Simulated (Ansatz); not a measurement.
Input and output for C₂H₆Mg (`[CH3][Mg][CH3]`).

```yaml
crystal:
  periodic: [false, false, false]
  atoms:
    - {symbol: C, position_ang: [-1.032615, 1.393738, -1.149207]}
    - {symbol: Mg, position_ang: [0.006989, -0.007786, -0.002544]}
    - {symbol: C, position_ang: [1.051684, -1.404585, 1.145250]}
    - {symbol: H, position_ang: [-1.948741, 0.974458, -1.578785]}
    - {symbol: H, position_ang: [-0.430427, 1.765477, -1.985197]}
    - {symbol: H, position_ang: [-1.329104, 2.266746, -0.557895]}
    - {symbol: H, position_ang: [0.610490, -2.404718, 1.076687]}
    - {symbol: H, position_ang: [2.096074, -1.495170, 0.827840]}
    - {symbol: H, position_ang: [1.064151, -1.134459, 2.206650]}
basis:
  gaussian: {orbitals: def2-SVP}
hamiltonian: {xc: {name: HSE06}}
output: {forces: true}
```

```sh
$ ansatz run in.yaml --threads 4 --pin off --events-out ev --progress --plain --max-ram 10444MiB
```

Shortened log:

```
Functional definition: HSE06
754 factors; integrals over basis functions are off by at most 1.1e-3 eV
83 factors; integrals over basis functions are off by at most 1.9e-6 eV
mean field evaluation 1: about -7594.2274 eV, gradient 6.8e1 eV
mean field evaluation 2: about -7584.6427 eV, gradient 8.3e1 eV
mean field evaluation 4: about -7606.4190 eV, gradient 1.4e-1 eV
mean field evaluation 8: about -7606.4146 eV, gradient 1.5e-2 eV
mean field -7606.41455968 eV, -279.5305792551 hartree, gradient 2.3e-5 eV, S^2 0.000000; 0 other end points of the search recorded, 0 dependent functions left out
reference -7606.41460694 eV, -279.5305809920 hartree; 15, 15 occupied and 61, 61 virtual orbitals, 754 factors
Total energy: -7606.41460694 eV, -279.5305809920 hartree
Atom 0 at    -1.032615     1.393738    -1.149207 Å, force     0.115056    -0.156219     0.127405 eV/Å
Atom 1 at     0.006989    -0.007786    -0.002544 Å, force     0.000963     0.000931     0.000184 eV/Å
Atom 2 at     1.051684    -1.404585     1.145250 Å, force    -0.116595     0.154845    -0.127676 eV/Å
Atom 3 at    -1.948741     0.974458    -1.578785 Å, force    -0.254166    -0.107878    -0.122209 eV/Å
Atom 4 at    -0.430427     1.765477    -1.985197 Å, force     0.158456     0.108096    -0.233057 eV/Å
Atom 5 at    -1.329104     2.266746    -0.557895 Å, force    -0.085939     0.244273     0.155009 eV/Å
Atom 6 at     0.610490    -2.404718     1.076687 Å, force    -0.115498    -0.278662    -0.013430 eV/Å
Atom 7 at     2.096074    -1.495170     0.827840 Å, force     0.289147    -0.031822    -0.080500 eV/Å
Atom 8 at     1.064151    -1.134459     2.206650 Å, force     0.008576     0.066436     0.294275 eV/Å
Dipole moment:    -0.001239    -0.001149    -0.000273 e Å
```

Run time 0.6 s (4 threads of an Intel Xeon Platinum 8488C on a shared host); peak host memory 0.34 GiB.
